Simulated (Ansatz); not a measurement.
Basis or method: Ge–H bond energy of GeH$_{4}$

GeH4, singlet; coordinates (Å): Ge 0.000 0.000 0.000; H 0.884 0.887 0.886; H -0.888 -0.884 0.886; H -0.884 0.885 -0.889; H 0.887 -0.888 -0.882. Quantity: Ge–H bond energy, to GeH3 (doublet) + H.

Ansatz 0.2.0, basis 6-31G or cc-pVDZ or cc-pVTZ; geometries are PBE0/def2-TZVP minima. Wave-function levels freeze the cores with the filled d shells of p-block atoms; HF, MP2 and coupled cluster are restricted for singlets and unrestricted otherwise, atoms included (their steps beyond CCSDT(Q) come from restricted open-shell runs), restricted open-shell where a d shell is frozen, Kohn–Sham unrestricted where that lies lower. The reference is CCSDT(Q) or full CI (coupled cluster only where its series has nearly closed). Semilocal and hybrid functionals correlate all electrons outside any core potential and usually lie nearer their basis limit than the reference, so part of their error here is the reference's basis and frozen-core error; RPA and the MP2 part of double hybrids freeze the same cores as the reference. None of these values is a measured one. Energies are electronic, without zero-point terms. No spin–orbit coupling and no scalar relativity. The species are chosen: bound, without strong static correlation by their natural occupations or amplitudes, in their lowest spin state as far as vertical gaps and like structures tell, and with a ladder that closes on the reference, so errors are smaller than for species at large; levels whose determinant breaks symmetry or spin markedly are left out.

```
    level  6-31G (kcal/mol)  cc-pVDZ (kcal/mol)  cc-pVTZ (kcal/mol)
reference    76.3 (full CI)     85.4 (CCSDT(Q))     88.1 (CCSDT(Q))
     CCSD              76.3                85.3                87.9
  CCSD(T)              76.3                85.4                88.1
    CCSDT              76.3                85.4                88.1
      PBE              85.4                85.4                85.8
     PBE0              85.2                85.9                86.2
  wB97M-V              88.2                89.0                88.9
   B2PLYP              83.5                86.6                88.1
```

From 6-31G to cc-pVTZ the reference moves by 11.8 kcal/mol and PBE by 0.4; the step from CCSD(T) to the reference is 0.0 in the first and 0.0 in the last.
